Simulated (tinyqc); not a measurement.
Inside a calculation (part 1 of 2). Method: CIS on RHF in the sto-3g basis, for H2O, spin multiplicity 1. Computed by tinyqc, a small Python program that keeps every step (integrals from PySCF). Settings: charge = 0, multiplicity = 1, basis = sto-3g, method = RHF, energy threshold = 1e-10, iteration cap = 78, orthogonalisation = canonical, start = atomic densities, DIIS depth = 6. Command: `OMP_NUM_THREADS=1 python tinyqc.py 31463 31464 out.jsonl` (the two numbers bound the seeds that draw the settings). One thread of a shared host (Intel(R) Xeon(R) Processor @ 2.60GHz), about 0.09 s of CPU time with the checks. The early iterations of the SCF are left out here.

## One-electron integrals

Geometry (angstrom):
```
atom         x          y         z
O     0.000000   0.000000  0.000000
H     0.000000   0.950000  0.575000
H     0.000000  -0.941000  0.569000
```

Basis sto-3g: exponents (1/bohr^2) and contraction coefficients of normalised primitives:
```
element  l (shell)    exponent  coefficient
O            s (1)  130.709320     0.154329
O            s (1)   23.808861     0.535328
O            s (1)    6.443608     0.444635
O            s (2)    5.033151    -0.099967
O            s (2)    1.169596     0.399513
O            s (2)    0.380389     0.700115
O            p (3)    5.033151     0.155916
O            p (3)    1.169596     0.607684
O            p (3)    0.380389     0.391957
H            s (1)    3.425251     0.154329
H            s (1)    0.623914     0.535328
H            s (1)    0.168855     0.444635
```

Overlap, kinetic and nuclear-attraction integrals over the contracted functions; the nuclear repulsion is the sum of Za Zb / Rab.

nuclear repulsion = 7.94191041 hartree

overlap S:
```
           1O 1s     1O 2s    1O 2px     1O 2py    1O 2pz     2H 1s      3H 1s
1O 1s   1.000000  0.236704  0.000000   0.000000  0.000000  0.037462   0.038437
1O 2s   0.236704  1.000000  0.000000   0.000000  0.000000  0.380069   0.386340
1O 2px  0.000000  0.000000  1.000000   0.000000  0.000000  0.000000   0.000000
1O 2py  0.000000  0.000000  0.000000   1.000000  0.000000  0.287998  -0.291617
1O 2pz  0.000000  0.000000  0.000000   0.000000  1.000000  0.174315   0.176334
2H 1s   0.037462  0.380069  0.000000   0.287998  0.174315  1.000000   0.142194
3H 1s   0.038437  0.386340  0.000000  -0.291617  0.176334  0.142194   1.000000
```

kinetic energy T (hartree):
```
            1O 1s      1O 2s    1O 2px     1O 2py    1O 2pz      2H 1s      3H 1s
1O 1s   29.003200  -0.168011  0.000000   0.000000  0.000000  -0.008570  -0.008411
1O 2s   -0.168011   0.808128  0.000000   0.000000  0.000000   0.067036   0.070634
1O 2px   0.000000   0.000000  2.528731   0.000000  0.000000   0.000000   0.000000
1O 2py   0.000000   0.000000  0.000000   2.528731  0.000000   0.154422  -0.159906
1O 2pz   0.000000   0.000000  0.000000   0.000000  2.528731   0.093466   0.096691
2H 1s   -0.008570   0.067036  0.000000   0.154422  0.093466   0.760032  -0.008388
3H 1s   -0.008411   0.070634  0.000000  -0.159906  0.096691  -0.008388   0.760032
```

nuclear attraction V (hartree):
```
             1O 1s       1O 2s     1O 2px      1O 2py     1O 2pz      2H 1s      3H 1s
1O 1s   -61.576214   -7.409785   0.000000    0.000198  -0.012059  -1.200798  -1.232409
1O 2s    -7.409785  -10.004878   0.000000    0.002179  -0.147505  -2.911945  -2.969631
1O 2px    0.000000    0.000000  -9.872370    0.000000   0.000000   0.000000   0.000000
1O 2py    0.000198    0.002179   0.000000  -10.002536   0.000946  -1.944957   1.978362
1O 2pz   -0.012059   -0.147505   0.000000    0.000946  -9.920008  -1.212330  -1.231603
2H 1s    -1.200798   -2.911945   0.000000   -1.944957  -1.212330  -5.242739  -0.855359
3H 1s    -1.232409   -2.969631   0.000000    1.978362  -1.231603  -0.855359  -5.276118
```

core Hamiltonian H = T + V (hartree):
```
             1O 1s      1O 2s     1O 2px     1O 2py     1O 2pz      2H 1s      3H 1s
1O 1s   -32.573014  -7.577796   0.000000   0.000198  -0.012059  -1.209369  -1.240819
1O 2s    -7.577796  -9.196750   0.000000   0.002179  -0.147505  -2.844909  -2.898998
1O 2px    0.000000   0.000000  -7.343639   0.000000   0.000000   0.000000   0.000000
1O 2py    0.000198   0.002179   0.000000  -7.473805   0.000946  -1.790535   1.818457
1O 2pz   -0.012059  -0.147505   0.000000   0.000946  -7.391277  -1.118864  -1.134912
2H 1s    -1.209369  -2.844909   0.000000  -1.790535  -1.118864  -4.482707  -0.863747
3H 1s    -1.240819  -2.898998   0.000000   1.818457  -1.134912  -0.863747  -4.516086
```

## Two-electron integrals

Functions are numbered as in S; the eight-fold symmetry (ij|kl) = (ji|kl) = (kl|ij) leaves the list below.

Two-electron integrals (ij|kl) in chemists' order, unique and non-zero (hartree):
```
(11|11) 4.785065    (21|11) 0.741380    (21|21) 0.136873    (22|11) 1.118947
(22|21) 0.256633    (22|22) 0.817206    (31|31) 0.024477    (32|31) 0.037809
(32|32) 0.180518    (33|11) 1.115814    (33|21) 0.256684    (33|22) 0.817023
(33|33) 0.880159    (41|41) 0.024477    (42|41) 0.037809    (42|42) 0.180518
(43|43) 0.047444    (44|11) 1.115814    (44|21) 0.256684    (44|22) 0.817023
(44|33) 0.785270    (44|44) 0.880159    (51|51) 0.024477    (52|51) 0.037809
(52|52) 0.180518    (53|53) 0.047444    (54|54) 0.047444    (55|11) 1.115814
(55|21) 0.256684    (55|22) 0.817023    (55|33) 0.785270    (55|44) 0.785270
(55|55) 0.880159    (61|11) 0.118768    (61|21) 0.021758    (61|22) 0.040588
(61|33) 0.040508    (61|41) 0.000854    (61|42) 0.001607    (61|44) 0.040687
(61|51) 0.000517    (61|52) 0.000973    (61|54) 0.000109    (61|55) 0.040574
(61|61) 0.003503    (62|11) 0.307417    (62|21) 0.071472    (62|22) 0.254243
(62|33) 0.249783    (62|41) 0.004598    (62|42) 0.036068    (62|44) 0.259392
(62|51) 0.002783    (62|52) 0.021831    (62|54) 0.005816    (62|55) 0.253303
(62|61) 0.011601    (62|62) 0.100374    (63|31) 0.007250    (63|32) 0.043031
(63|43) 0.007368    (63|53) 0.004460    (63|63) 0.013836    (64|11) 0.196131
(64|21) 0.046164    (64|22) 0.175318    (64|33) 0.167482    (64|41) 0.009840
(64|42) 0.066401    (64|44) 0.188492    (64|51) 0.001567    (64|52) 0.014145
(64|54) 0.008257    (64|55) 0.169780    (64|61) 0.007803    (64|62) 0.084118
(64|64) 0.083518    (65|11) 0.118711    (65|21) 0.027942    (65|22) 0.106114
(65|33) 0.101371    (65|41) 0.001567    (65|42) 0.014145    (65|44) 0.105168
(65|51) 0.008199    (65|52) 0.051592    (65|54) 0.009666    (65|55) 0.111681
(65|61) 0.004723    (65|62) 0.050913    (65|64) 0.042176    (65|65) 0.039363
(66|11) 0.466703    (66|21) 0.110252    (66|22) 0.451323    (66|33) 0.433615
(66|41) 0.008685    (66|42) 0.095470    (66|44) 0.472083    (66|51) 0.005257
(66|52) 0.057784    (66|54) 0.023283    (66|55) 0.447708    (66|61) 0.018025
(66|62) 0.230722    (66|64) 0.220640    (66|65) 0.133545    (66|66) 0.774606
(71|11) 0.121886    (71|21) 0.022328    (71|22) 0.041646    (71|33) 0.041564
(71|41) -0.000878   (71|42) -0.001651   (71|44) 0.041748    (71|51) 0.000531
(71|52) 0.000998    (71|54) -0.000111   (71|55) 0.041631    (71|61) 0.003530
(71|62) 0.011465    (71|64) 0.007096    (71|65) 0.004673    (71|66) 0.017637
(71|71) 0.003689    (72|11) 0.313531    (72|21) 0.072886    (72|22) 0.259038
(72|33) 0.254507    (72|41) -0.004691   (72|42) -0.036697   (72|44) 0.264276
(72|51) 0.002837    (72|52) 0.022190    (72|54) -0.005907   (72|55) 0.258079
(72|61) 0.011395    (72|62) 0.078941    (72|64) 0.046349    (72|65) 0.038758
(72|66) 0.143883    (72|71) 0.012139    (72|72) 0.103932    (73|31) 0.007417
(73|32) 0.043934    (73|43) -0.007510   (73|53) 0.004541    (73|63) 0.010414
(73|73) 0.014374    (74|11) -0.199413   (74|21) -0.046934   (74|22) -0.178082
(74|33) -0.170109   (74|41) 0.010052    (74|42) 0.067656    (74|44) -0.191496
(74|51) -0.001593   (74|52) -0.014344   (74|54) 0.008391    (74|55) -0.172437
(74|61) -0.007030   (74|62) -0.046147   (74|64) -0.017273   (74|65) -0.022230
(74|66) -0.077405   (74|71) -0.008142   (74|72) -0.086826   (74|74) 0.086072
(75|11) 0.120580    (75|21) 0.028380    (75|22) 0.107682    (75|33) 0.102861
(75|41) -0.001593   (75|42) -0.014344   (75|44) 0.106711    (75|51) 0.008380
(75|52) 0.052607    (75|54) -0.009838   (75|55) 0.113351    (75|61) 0.004627
(75|62) 0.038647    (75|64) 0.022256    (75|65) 0.029103    (75|66) 0.076457
(75|71) 0.004923    (75|72) 0.052502    (75|74) -0.043354   (75|75) 0.040589
(76|11) 0.086389    (76|21) 0.020246    (76|22) 0.077523    (76|33) 0.075921
(76|41) 3.43e-06    (76|42) 0.000045    (76|44) 0.077782    (76|51) 0.001269
(76|52) 0.011655    (76|54) 0.000010    (76|55) 0.078780    (76|61) 0.003239
(76|62) 0.029399    (76|64) 0.021544    (76|65) 0.016793    (76|66) 0.068539
(76|71) 0.003323    (76|72) 0.029858    (76|74) -0.021767   (76|75) 0.016998
(76|76) 0.010619    (77|11) 0.470857    (77|21) 0.111223    (77|22) 0.454771
(77|33) 0.436854    (77|41) -0.008817   (77|42) -0.096518   (77|44) 0.475797
(77|51) 0.005331    (77|52) 0.058362    (77|54) -0.023548   (77|55) 0.451093
(77|61) 0.017339    (77|62) 0.142241    (77|64) 0.076809    (77|65) 0.075828
(77|66) 0.278427    (77|71) 0.018662    (77|72) 0.235577    (77|74) -0.224574
(77|75) 0.135795    (77|76) 0.068539    (77|77) 0.774606
```

## Orthogonalisation

S = U s U^T; canonical form X = U s^(-1/2), so that X^T S X = 1. Each column of U has its largest component positive (the first on a tie).

eigenvalues of S: 0.440236  0.513103  0.898182  1.000000  1.084013  1.344843  1.719623

X:
```
                1          2          3         4          5          6          7
1O 1s   -0.355248  -0.019581   0.732037  0.000000  -0.605880   0.002690   0.194403
1O 2s    1.051151   0.046727  -0.253179  0.000000  -0.265705   0.004172   0.469048
1O 2px   0.000000   0.000000   0.000000  1.000000   0.000000   0.000000   0.000000
1O 2py  -0.046304   0.897813   0.000620  0.000000  -0.000932   0.659778  -0.004870
1O 2pz   0.412133   0.018340   0.662793  0.000000   0.659450   0.002031   0.185339
2H 1s   -0.617071  -0.784191  -0.193775  0.000000   0.158857   0.396820   0.376673
3H 1s   -0.698293   0.724570  -0.191153  0.000000   0.157154  -0.388304   0.384015
```

## Iteration 8 (converged): orbitals

converged F (hartree):
```
             1O 1s      1O 2s     1O 2px     1O 2py     1O 2pz      2H 1s      3H 1s
1O 1s   -20.232795  -5.159893   0.000000   0.000217  -0.025189  -0.831515  -0.852996
1O 2s    -5.159893  -2.396372   0.000000   0.002231  -0.062725  -0.783510  -0.797941
1O 2px    0.000000   0.000000  -0.375380   0.000000   0.000000   0.000000   0.000000
1O 2py    0.000217   0.002231   0.000000  -0.229126   0.002217  -0.375927   0.379996
1O 2pz   -0.025189  -0.062725   0.000000   0.002217  -0.265956  -0.281026  -0.283217
2H 1s    -0.831515  -0.783510   0.000000  -0.375927  -0.281026  -0.399838  -0.205520
3H 1s    -0.852996  -0.797941   0.000000   0.379996  -0.283217  -0.205520  -0.409843
```

Diagonalise F' = X^T F X, C = X C', fill 5 alpha and 5 beta electrons from the bottom; D = 2 C_occ C_occ^T. Each column has its largest component positive (the first on a tie).

F' = X^T F X (hartree):
```
           1          2          3          4          5          6          7
1  -0.260626  -0.055399   2.242429   0.000000  -1.764582   0.002582   0.560900
2  -0.055399   0.610695   0.142450   0.000000  -0.118488   0.092716   0.043280
3   2.242429   0.142450  -8.784269   0.000000   8.568721  -0.046599  -4.312133
4   0.000000   0.000000   0.000000  -0.375380   0.000000   0.000000   0.000000
5  -1.764582  -0.118488   8.568721   0.000000  -9.024100   0.048994   4.513153
6   0.002582   0.092716  -0.046599   0.000000   0.048994  -0.553008  -0.025297
7   0.560900   0.043280  -4.312133   0.000000   4.513153  -0.025297  -3.324403
```

orbital energies (hartree): MO1 -20.241138, MO2 -1.194262, MO3 -0.560020, MO4 -0.403665, MO5 -0.375380, MO6 0.441851, MO7 0.621522

coefficients C:
```
              MO1        MO2        MO3        MO4       MO5        MO6        MO7
1O 1s    0.994415  -0.239648  -0.001768   0.087228  0.000000   0.115905   0.003671
1O 2s    0.024161   0.887331   0.009300  -0.449151  0.000000  -0.686640  -0.024224
1O 2px   0.000000   0.000000   0.000000   0.000000  1.000000   0.000000   0.000000
1O 2py  -0.000058  -0.002249   0.587296   0.003890  0.000000  -0.021961   0.947694
1O 2pz   0.002839   0.076356  -0.005943   0.786160  0.000000  -0.674156  -0.017501
2H 1s   -0.004563   0.144371   0.449178   0.321951  0.000000   0.734946  -0.701030
3H 1s   -0.004667   0.147861  -0.451931   0.313263  0.000000   0.703701   0.743401
```

D after iteration 8:
```
            1O 1s      1O 2s    1O 2px     1O 2py     1O 2pz      2H 1s      3H 1s
1O 1s    2.107810  -0.455632  0.000000  -0.000436   0.106222  -0.023692  -0.023902
1O 2s   -0.455632   1.979528  0.000000   0.003434  -0.570676  -0.024866  -0.027634
1O 2px   0.000000   0.000000  2.000000   0.000000   0.000000   0.000000   0.000000
1O 2py  -0.000436   0.003434  0.000000   0.689872  -0.001207   0.529457  -0.529061
1O 2pz   0.106222  -0.570676  0.000000  -0.001207   1.247842   0.522892   0.520475
2H 1s   -0.023692  -0.024866  0.000000   0.529457   0.522892   0.652554  -0.161548
3H 1s   -0.023902  -0.027634  0.000000  -0.529061   0.520475  -0.161548   0.648520
```

## Convergence

Stop when the energy changes by less than 1e-10 hartree and every element of the error matrix X^T (F D S - S D F) X is below 3e-06.

Course of the cycle:
```
iteration   E (hartree)     change  largest element of the error matrix
1          -75.16014345          -                             1.04e+00
2          -74.87927213   2.81e-01                             2.80e-01
3          -74.92487492  -4.56e-02                             3.86e-02
4          -74.92571336  -8.38e-04                             6.71e-03
5          -74.92575622  -4.29e-05                             5.31e-04
6          -74.92575699  -7.66e-07                             1.42e-04
7          -74.92575703  -4.63e-08                             6.63e-07
8          -74.92575703  -1.22e-12                             9.98e-08
```

PySCF RHF in the same basis = -74.92575703 hartree

Converged in 8 iterations.

## Integrals over molecular orbitals

(pq|rs) = sum C_ip C_jq C_kr C_ls (ij|kl), one index at a time.

one-electron integrals over orbitals h = C^T H C (hartree):
```
            1          2          3          4          5          6          7
1  -32.556266   0.571111   0.004087  -0.192407   0.000000  -0.268719  -0.008431
2    0.571111  -7.549083  -0.006049   0.507238   0.000000   1.218426   0.041411
3    0.004087  -0.006049  -5.964411   0.015884   0.000000   0.045777  -1.803938
4   -0.192407   0.507238   0.015884  -6.679803   0.000000   1.256689   0.013152
5    0.000000   0.000000   0.000000   0.000000  -7.343639   0.000000   0.000000
6   -0.268719   1.218426   0.045777   1.256689   0.000000  -5.164425   0.009059
7   -0.008431   0.041411  -1.803938   0.013152   0.000000   0.009059  -5.567210
```

Two-electron integrals over orbitals (pq|rs), unique and non-zero (hartree):
```
(11|11) 4.746516    (21|11) -0.429264   (21|21) 0.061300    (22|11) 1.019626
(22|21) -0.015423   (22|22) 0.720924    (31|11) -0.003167   (31|21) 0.000397
(31|22) -0.000308   (31|31) 0.010012    (32|11) 0.001970    (32|21) -0.000182
(32|22) -0.000822   (32|31) 0.016221    (32|32) 0.131506    (33|11) 0.749367
(33|21) -0.004542   (33|22) 0.608059    (33|31) 0.000092    (33|32) 0.000380
(33|33) 0.587780    (41|11) 0.154609    (41|21) -0.020355   (41|22) 0.011627
(41|31) -0.000230   (41|32) -0.000049   (41|33) 0.005026    (41|41) 0.024619
(42|11) -0.137694   (42|21) 0.007563    (42|22) -0.023572   (42|31) -0.000031
(42|32) -0.000515   (42|33) 0.004171    (42|41) 0.020403    (42|42) 0.130990
(43|11) -0.003578   (43|21) 0.000111    (43|22) -0.001697   (43|31) -0.001972
(43|32) 0.029767    (43|33) -0.000824   (43|41) 0.000187    (43|42) 0.001545
(43|43) 0.052677    (44|11) 0.960911    (44|21) -0.011569   (44|22) 0.672206
(44|31) 0.000011    (44|32) 0.001665    (44|33) 0.565393    (44|41) -0.009701
(44|42) -0.099087   (44|43) -0.001567   (44|44) 0.727117    (51|51) 0.025974
(52|51) 0.033256    (52|52) 0.150509    (53|51) 0.000234    (53|52) 0.000837
(53|53) 0.025745    (54|51) -0.011160   (54|52) -0.041217   (54|53) -0.000436
(54|54) 0.048409    (55|11) 1.115354    (55|21) -0.012161   (55|22) 0.754210
(55|31) -0.000089   (55|32) 0.001000    (55|33) 0.595456    (55|41) 0.004312
(55|42) -0.074668   (55|43) -0.002063   (55|44) 0.704348    (55|55) 0.880159
(61|11) 0.207500    (61|21) -0.031178   (61|22) 0.003436    (61|31) -0.000462
(61|32) -0.000353   (61|33) 0.000034    (61|41) -0.002557   (61|42) -0.019806
(61|43) -0.000146   (61|44) 0.015310    (61|55) 0.005669    (61|61) 0.025221
(62|11) -0.270735   (62|21) 0.006651    (62|22) -0.129408   (62|31) -0.000207
(62|32) -0.001848   (62|33) -0.059743   (62|41) -0.017925   (62|42) -0.031818
(62|43) 0.000650    (62|44) -0.072999   (62|55) -0.143540   (62|61) 0.007721
(62|62) 0.092664    (63|11) -0.009183   (63|21) 0.000181    (63|22) -0.004917
(63|31) -0.002078   (63|32) 0.046268    (63|33) -0.002722   (63|41) -0.000079
(63|42) 0.001553    (63|43) 0.040103    (63|44) -0.002801   (63|55) -0.005288
(63|61) -0.000026   (63|62) 0.002171    (63|63) 0.084674    (64|11) -0.255167
(64|21) 0.003083    (64|22) -0.122809   (64|31) 0.000209    (64|32) 0.001570
(64|33) -0.044086   (64|41) -0.003072   (64|42) 0.033639    (64|43) 0.001815
(64|44) -0.129340   (64|55) -0.141094   (64|61) -0.000129   (64|62) 0.064644
(64|63) 0.004360    (64|64) 0.087414    (65|51) -0.013823   (65|52) -0.053744
(65|53) -0.000827   (65|54) -0.004694   (65|65) 0.034194    (66|11) 0.750494
(66|21) -0.007081   (66|22) 0.577746    (66|31) 0.000219    (66|32) 0.004064
(66|33) 0.540714    (66|41) 0.017796    (66|42) 0.051762    (66|43) 0.003065
(66|44) 0.533148    (66|55) 0.563119    (66|61) -0.007606   (66|62) -0.082757
(66|63) 0.002515    (66|64) -0.047391   (66|66) 0.567570    (71|11) 0.006593
(71|21) -0.001043   (71|22) -0.000060   (71|31) 0.014372    (71|32) 0.022176
(71|33) 0.000233    (71|41) 0.000099    (71|42) -0.000361   (71|43) -0.002892
(71|44) 0.000382    (71|55) 0.000172    (71|61) 0.000233    (71|62) -0.000362
(71|63) -0.002498   (71|64) 0.000238    (71|66) 0.000397    (71|71) 0.020708
(72|11) -0.009393   (72|21) 0.000187    (72|22) -0.004611   (72|31) 0.014768
(72|32) 0.055882    (72|33) -0.001089   (72|41) -0.000347   (72|42) 0.000213
(72|43) -0.026475   (72|44) -0.003209   (72|55) -0.004845   (72|61) -0.000366
(72|62) 0.000959    (72|63) -0.028742   (72|64) 0.002328    (72|66) -0.002307
(72|71) 0.020224    (72|72) 0.069544    (73|11) 0.373019    (73|21) -0.006943
(73|22) 0.168449    (73|31) 0.000036    (73|32) 0.002861    (73|33) 0.088475
(73|41) -0.000096   (73|42) -0.069405   (73|43) -0.000317   (73|44) 0.154408
(73|55) 0.204175    (73|61) 0.005358    (73|62) -0.071501   (73|63) -0.001399
(73|64) -0.093089   (73|66) 0.041360    (73|71) 0.000256    (73|72) -0.002935
(73|73) 0.155407    (74|11) -0.002796   (74|21) 0.000040    (74|22) -0.000694
(74|31) -0.007614   (74|32) -0.068535   (74|33) -0.000710   (74|41) -0.000173
(74|42) -0.000370   (74|43) -0.009655   (74|44) -0.001796   (74|55) -0.001394
(74|61) 0.000349    (74|62) 0.001787    (74|63) -0.055503   (74|64) -0.000958
(74|66) -0.003688   (74|71) -0.010932   (74|72) -0.018054   (74|73) -0.002824
(74|74) 0.066153    (75|51) -0.000434   (75|52) -0.001720   (75|53) 0.024039
(75|54) 0.000170    (75|65) 0.000267    (75|75) 0.026116    (76|11) -0.001750
(76|21) 0.000065    (76|22) 0.000425    (76|31) -0.008010   (76|32) -0.091267
(76|33) -0.000600   (76|41) 0.000357    (76|42) 0.001525    (76|43) -0.061154
(76|44) -0.002218   (76|55) -0.000836   (76|61) -0.000038   (76|62) -0.000179
(76|63) -0.075976   (76|64) -0.002237   (76|66) -0.005067   (76|71) -0.011258
(76|72) 0.000322    (76|73) -0.003802   (76|74) 0.058004    (76|76) 0.117799
(77|11) 0.859632    (77|21) -0.009519   (77|22) 0.614182    (77|31) -0.000551
(77|32) -0.004847   (77|33) 0.581772    (77|41) 0.003371    (77|42) -0.022576
(77|43) -0.003700   (77|44) 0.589476    (77|55) 0.618269    (77|61) 0.004489
(77|62) -0.063357   (77|63) -0.006790   (77|64) -0.053304   (77|66) 0.543533
(77|71) -0.000535   (77|72) -0.002396   (77|73) 0.106590    (77|74) 0.002839
(77|76) 0.004905    (77|77) 0.604370
```
